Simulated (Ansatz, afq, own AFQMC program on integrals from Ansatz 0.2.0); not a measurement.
## AlNH₂, triplet in cc-pVDZ, levels against CCSDT(Q)

```tsv
atom	x (Å)	y (Å)	z (Å)
Al	0.0000	-0.0849	0.6205
N	0.0000	0.0356	-1.1435
H	0.0000	1.3500	1.3538
H	0.0000	0.4271	-2.0731
```

Connectivity, by distances: AlH–NH.

Basis cc-pVDZ. Only valence electrons are correlated. AFQMC by an in-house program on the Cholesky factors that Ansatz 0.2.0 writes for its CCSD(T) run. The CISD trial takes its coefficients from CCSD amplitudes. Released means that phaseless walkers are propagated on without the constraint, phases kept. Uncertainties: one standard error, sampling alone.

Determinant: ROHF, the one that the program's search chose, which needn't be the lowest solution. The geometry is a PBE0/def2-TZVP stationary point of this or a neighbouring charge and spin state.

No full CI on the walks' own integrals is used here; CCSDT(Q) serves as the reference and is uncertain by about the last step of the cluster series.

Cautions: another spin lies lower; the released energies move by 1.5 errors or more from one time to the next, so no released level is given (meV from the phaseless value at times in 1/Eh: -3 ± 3 at 0.24, -6 ± 3 at 0.51, -5 ± 3 at 0.99, -3 ± 4 at 1.62, -11 ± 3 at 2.40), though the last usable value meets CCSDT(Q) within the noise.

```
T1 diagnostic                               : 0.0263
weight of the determinant in the CISD state : 0.898
size of the correlated space                : 10 electrons in 36 orbitals
```

Reference: CCSDT(Q), correlation energy -5.974 eV.

```
        level  E − E(reference) (kJ/mol)  share of correlation (%)
           HF                      576.4                      0.00
          MP2                       89.3                     84.51
         CCSD                       17.3                     96.99
      CCSD(T)                        4.0                     99.31
        CCSDT                        1.1                     99.80
  ph-AFQMC/HF                 -1.2 ± 2.5                    100.21
ph-AFQMC/CISD                  1.0 ± 0.3                     99.82
```

A walk keeps the symmetry of its determinant, which the program's search chose and which needn't be the lowest solution, so a lower state of the same spin and another symmetry isn't excluded.
